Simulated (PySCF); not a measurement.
Diatomics with 25 electrons

CCSD(T) in PySCF with def2-TZVPPD on every atom, for the lowest determinant that a PBE0 search found; no spin–orbit coupling. All have 25 electrons, 13 of them in the valence shells, and the same state, a doublet (π ↑). For ions De leads to the atom and ion picked by measured ionisation energies and electron affinities.

```json
{"species": "PF⁻", "difference of nuclear charges": "6", "Re (Å)": "1.714", "ωe (cm⁻¹)": "628", "k (mdyn/Å)": "2.74", "De (eV)": "1.62", "dissociates to": "P + F⁻"}
{"species": "SO⁻", "difference of nuclear charges": "8", "Re (Å)": "1.580", "ωe (cm⁻¹)": "919", "k (mdyn/Å)": "5.30", "De (eV)": "n/a", "dissociates to": "S⁻ + O"}
{"species": "SF", "difference of nuclear charges": "7", "Re (Å)": "1.607", "ωe (cm⁻¹)": "833", "k (mdyn/Å)": "4.87", "De (eV)": "3.43", "dissociates to": "S + F"}
{"species": "ClF⁺", "difference of nuclear charges": "8", "Re (Å)": "1.542", "ωe (cm⁻¹)": "920", "k (mdyn/Å)": "6.15", "De (eV)": "2.71", "dissociates to": "Cl⁺ + F"}
```

(1) Which member of the whole set has the stiffest bond, and how does it compare with the softest?

Correlated steps freeze 6 core orbitals. For an ion De counts to the pair picked by the measured ionisation energies or electron affinities, which need not be the lowest pair at this level. States were picked by a PBE0 search and need not be the measured ground states.

Results:

(1) ClF⁺ with k = 6.15 mdyn/Å, 2.2 times that of PF⁻.
